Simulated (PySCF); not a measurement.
Stretching AlC

Set-up: Al def2-TZVP, C def2-TZVP; no relativity (PySCF 2.14). Energies in eV from Al + C in their ground configurations at the same level. State: ⁴Σ⁻ (quartet), unpaired electrons σ ↑, π ↑↑.

All columns are PBE0. A positive dipole means Al(−)C(+).

| R (Å) | E (eV) | μ (D) | Mulliken charge on Al (basis-dependent) | HOMO (eV) | LUMO (eV) | Mayer bond order | ⟨S²⟩ |
| --- | --- | --- | --- | --- | --- | --- | --- |
| 1.693 | -2.815 | -0.97 | 0.13 | -6.29 | -3.14 | 1.55 | 3.75 |
| 1.772 | -3.221 | -1.17 | 0.16 | -6.34 | -2.98 | 1.48 | 3.75 |
| 1.851 | -3.445 | -1.38 | 0.20 | -6.38 | -2.84 | 1.41 | 3.75 |
| 1.910 | -3.523 | -1.56 | 0.22 | -6.41 | -2.74 | 1.36 | 3.76 |
| 1.969 | -3.545 | -1.75 | 0.24 | -6.43 | -2.66 | 1.31 | 3.76 |
| 2.028 | -3.524 | -1.95 | 0.27 | -6.44 | -2.59 | 1.26 | 3.76 |
| 2.107 | -3.446 | -2.24 | 0.29 | -6.44 | -2.50 | 1.20 | 3.76 |
| 2.205 | -3.293 | -2.61 | 0.33 | -6.42 | -2.43 | 1.13 | 3.76 |
| 2.323 | -3.063 | -3.07 | 0.36 | -6.35 | -2.38 | 1.07 | 3.76 |
| 2.481 | -2.721 | -3.69 | 0.39 | -6.05 | -2.37 | 1.00 | 3.76 |

A fit through these points gives, at Re = 1.967 Å, μ = -1.74 D and dμ/dR = -3.31 D/Å; the reduced mass is 8.306 u.

Task: How strong is the fundamental in the double-harmonic approximation, I = 42.26·(dμ/dR)²/μred km/mol?

Result: I = 42.26·(-3.31)²/8.306 = 55.7 km/mol at PBE0.

The state is the lowest determinant that a PBE0 search found; another state may lie lower at other levels.
